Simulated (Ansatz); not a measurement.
## Structure relaxation of Cu2Ru

Level of theory: Ansatz, DFT PBE, scalar-relativistic, plane waves, PAW. Cutoff 420 eV, Γ-centred k mesh, Gaussian smearing, no spin polarisation in the final step.

Cu2Ru was placed on the sites of a reported Li2Pt cell (P6/mmm, No. 191), with Ru in place of Pt, Cu in place of Li, at a guessed volume.

```xyz
3
Lattice="4.1361 0.0000 0.0000 -2.0680 3.5820 0.0000 0.0000 0.0000 2.6293" Properties=species:S:1:pos:R:3 pbc="T T T"
Cu    0.0000    2.3880    1.3146
Cu    2.0680    1.1940    1.3146
Ru    0.0000    0.0000    0.0000
```

Cell and atoms relax at zero pressure; the relaxation can't lower the symmetry of the start.

Formation energies are uncorrected and refer to the elements' standard structures at the same level.

Task: Describe the relaxed structure.

Result: It keeps P6/mmm (No. 191). Conventional cell: a = 4.244 Å, c = 2.455 Å. Cu is coordinated by 5 Cu at 2.45–2.46 Å and 6 Ru at 2.74 Å; Ru has 2 Ru at 2.46 Å and 12 Cu at 2.74 Å.

```cif
data_structure
_symmetry_space_group_name_H-M 'P6/mmm'
_symmetry_Int_Tables_number 191
_cell_length_a 4.2443
_cell_length_b 4.2443
_cell_length_c 2.4551
_cell_angle_alpha 90.000
_cell_angle_beta 90.000
_cell_angle_gamma 120.000
_cell_volume 38.30
loop_
_atom_site_label
_atom_site_type_symbol
_atom_site_symmetry_multiplicity
_atom_site_Wyckoff_symbol
_atom_site_fract_x
_atom_site_fract_y
_atom_site_fract_z
_atom_site_occupancy
Cu1 Cu 2 d 0.33333 0.66667 0.50000 1
Ru1 Ru 1 a 0.00000 0.00000 0.00000 1
```

Task: What are its volume, energy, density and gap?

Result: The volume per atom is 12.77 Å³. The density is 9.89 g/cm³, the energy over the elements is 0.30 eV/atom and the gap on the 12×12×18 mesh is 0 eV (a metal).

The final run used a 12×12×18 mesh on its 3-atom cell and 0.10 eV smearing. The k mesh leaves about 4 meV/atom of noise in metals. Symmetry constrained the relaxation, so the result can be a saddle point.

Cost: 2 runs of about 1.8 core-minutes in all, on Arm Neoverse V1 (shared hosts).